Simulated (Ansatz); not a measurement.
Ansatz (a first-principles code) input (HF/3-21G): The .json file is the Basis Set Exchange's 3-21G.

Ansatz 0.2 input:
```yaml
crystal:
  periodic: [false, false, false]
  atoms:
    - {symbol: O, position_ang: [0.05230881, -0.67057054, 0.10712734]}
    - {symbol: C, position_ang: [-0.06030901, 0.67760296, -0.04419087]}
    - {symbol: C, position_ang: [1.37272476, -1.17986554, 0.01616680]}
    - {symbol: C, position_ang: [-1.44671800, 1.19660655, -0.00721166]}
    - {symbol: H, position_ang: [0.71276390, 1.16106688, -0.63684807]}
    - {symbol: H, position_ang: [1.30577715, -2.26075463, 0.11899958]}
    - {symbol: H, position_ang: [1.81883767, -0.93384930, -0.95344006]}
    - {symbol: H, position_ang: [2.00154543, -0.77313859, 0.81351599]}
    - {symbol: H, position_ang: [-2.04587074, 0.85259076, -0.86374707]}
    - {symbol: H, position_ang: [-1.96391863, 0.86558883, 0.89724905]}
    - {symbol: H, position_ang: [-1.44179168, 2.28699647, -0.02133387]}
basis:
  gaussian:
    orbitals: 3-21G.json
hamiltonian:
  xc: {name: HF}
magnetization: {spin_polarized: true, initial_magnetization: 1}
relax: {f_tol: 0.003, max_steps: 120}
```

From the last part of the output:

```
these checks for a lower state are left out or cut short: starts, cluster_reference, orbital_swaps, neighbouring_geometries, increment
integrals: 0.01 GiB planned
655 factors; integrals over basis functions are off by at most 5.5e-4 eV
mean field: 0.15 GiB planned
mean field evaluation 16: about -5208.3408 eV, gradient 2.7e-2 eV
mean field -5208.62464273 eV, -191.4134250877 hartree, gradient 1.2e-5 eV, S^2 0.760113; 0 other end points of the search recorded, 0 dependent functions left out
the calculation of the forces begins
reference -5208.62464273 eV, -191.4134250877 hartree; 17, 16 occupied and 33, 34 virtual orbitals, 655 factors
relax step   2: F+E_penalty+E_count = -5208.62464273 eV  Δ(F+E_penalty+E_count) = -4.884e-2 eV  max|allowed force component| = 4.704e-1 eV/Å  Δτ_max = 0.0650 Å  (43 SCF iters, accepted)
these checks for a lower state are left out or cut short: starts, cluster_reference, orbital_swaps, neighbouring_geometries, increment
integrals: 0.01 GiB planned
655 factors; integrals over basis functions are off by at most 5.5e-4 eV
mean field: 0.15 GiB planned
mean field evaluation 32: about -5208.6333 eV, gradient 1.2e-5 eV
mean field -5208.63330223 eV, -191.4137433187 hartree, gradient 1.2e-5 eV, S^2 0.759831; 0 other end points of the search recorded, 0 dependent functions left out
the calculation of the forces begins
reference -5208.63330223 eV, -191.4137433187 hartree; 17, 16 occupied and 33, 34 virtual orbitals, 655 factors
relax step   3: F+E_penalty+E_count = -5208.63330223 eV  Δ(F+E_penalty+E_count) = -8.660e-3 eV  max|allowed force component| = 6.508e-2 eV/Å  Δτ_max = 0.0442 Å  (42 SCF iters, accepted)
these checks for a lower state are left out or cut short: starts, cluster_reference, orbital_swaps, neighbouring_geometries, increment
integrals: 0.01 GiB planned
655 factors; integrals over basis functions are off by at most 5.5e-4 eV
mean field: 0.15 GiB planned
mean field -5208.63406206 eV, -191.4137712419 hartree, gradient 1.2e-5 eV, S^2 0.759809; 0 other end points of the search recorded, 0 dependent functions left out
the calculation of the forces begins
reference -5208.63406206 eV, -191.4137712419 hartree; 17, 16 occupied and 33, 34 virtual orbitals, 655 factors
relax step   4: F+E_penalty+E_count = -5208.63406206 eV  Δ(F+E_penalty+E_count) = -7.598e-4 eV  max|allowed force component| = 1.773e-2 eV/Å  Δτ_max = 0.0227 Å  (42 SCF iters, accepted)
these checks for a lower state are left out or cut short: starts, cluster_reference, orbital_swaps, neighbouring_geometries, increment
integrals: 0.01 GiB planned
655 factors; integrals over basis functions are off by at most 5.5e-4 eV
mean field: 0.15 GiB planned
mean field -5208.63440043 eV, -191.4137836766 hartree, gradient 1.2e-5 eV, S^2 0.759806; 0 other end points of the search recorded, 0 dependent functions left out
the calculation of the forces begins
reference -5208.63440043 eV, -191.4137836766 hartree; 17, 16 occupied and 33, 34 virtual orbitals, 655 factors
relax step   5: F+E_penalty+E_count = -5208.63440043 eV  Δ(F+E_penalty+E_count) = -3.384e-4 eV  max|allowed force component| = 1.591e-2 eV/Å  Δτ_max = 0.0269 Å  (41 SCF iters, accepted)
these checks for a lower state are left out or cut short: starts, cluster_reference, orbital_swaps, neighbouring_geometries, increment
integrals: 0.01 GiB planned
655 factors; integrals over basis functions are off by at most 5.5e-4 eV
mean field: 0.15 GiB planned
mean field -5208.63447625 eV, -191.4137864628 hartree, gradient 1.2e-5 eV, S^2 0.759804; 0 other end points of the search recorded, 0 dependent functions left out
the calculation of the forces begins
reference -5208.63447625 eV, -191.4137864628 hartree; 17, 16 occupied and 33, 34 virtual orbitals, 655 factors
relax step   6: F+E_penalty+E_count = -5208.63447625 eV  Δ(F+E_penalty+E_count) = -7.582e-5 eV  max|allowed force component| = 1.329e-2 eV/Å  Δτ_max = 0.0184 Å  (42 SCF iters, accepted)
these checks for a lower state are left out or cut short: starts, cluster_reference, orbital_swaps, neighbouring_geometries, increment
integrals: 0.01 GiB planned
655 factors; integrals over basis functions are off by at most 5.5e-4 eV
mean field: 0.15 GiB planned
mean field evaluation 64: about -5208.6345 eV, gradient 2.1e-5 eV
mean field -5208.63448374 eV, -191.4137867381 hartree, gradient 2.1e-5 eV, S^2 0.759807; 0 other end points of the search recorded, 0 dependent functions left out
the calculation of the forces begins
reference -5208.63448374 eV, -191.4137867381 hartree; 17, 16 occupied and 33, 34 virtual orbitals, 655 factors
relax step   7: F+E_penalty+E_count = -5208.63448374 eV  Δ(F+E_penalty+E_count) = -7.490e-6 eV  max|allowed force component| = 1.839e-3 eV/Å  Δτ_max = 0.0012 Å  (28 SCF iters, accepted)
integrals: 0.01 GiB planned
655 factors; integrals over basis functions are off by at most 5.5e-4 eV
mean field: 0.15 GiB planned
mean field -5208.63448374 eV, -191.4137867381 hartree, gradient 2.1e-5 eV, S^2 0.759807; 1 other end points of the search recorded, 0 dependent functions left out
the calculation of the forces begins
reference -5208.63448374 eV, -191.4137867381 hartree; 17, 16 occupied and 33, 34 virtual orbitals, 655 factors
Total energy: -5208.63448374 eV, -191.4137867381 hartree
Atom 0 at     0.065105    -0.654294     0.061785 Å, force    -0.001839     0.001425    -0.000326 eV/Å
Atom 1 at    -0.047279     0.724710    -0.089319 Å, force    -0.000173    -0.000719     0.000941 eV/Å
Atom 2 at     1.393930    -1.200448     0.037576 Å, force    -0.000239     0.001112     0.000271 eV/Å
Atom 3 at    -1.460269     1.216433     0.005789 Å, force     0.000416    -0.000194     0.000056 eV/Å
Atom 4 at     0.640698     1.186904    -0.779573 Å, force     0.000344    -0.000097    -0.000323 eV/Å
Atom 5 at     1.286599    -2.271474     0.105995 Å, force     0.000238     0.001592    -0.000219 eV/Å
Atom 6 at     1.903248    -0.947433    -0.886557 Å, force     0.000685    -0.000657     0.000104 eV/Å
Atom 7 at     1.980984    -0.839349     0.872887 Å, force     0.000249    -0.001139    -0.000342 eV/Å
Atom 8 at    -2.052579     0.878889    -0.842114 Å, force    -0.000403    -0.000259    -0.000028 eV/Å
Atom 9 at    -1.920490     0.829453     0.906499 Å, force    -0.000250     0.000004     0.000268 eV/Å
Atom 10 at    -1.484598     2.298883     0.033318 Å, force     0.000972    -0.001068    -0.000402 eV/Å
Dipole moment:     0.280713     0.092929    -0.100211 e Å
```
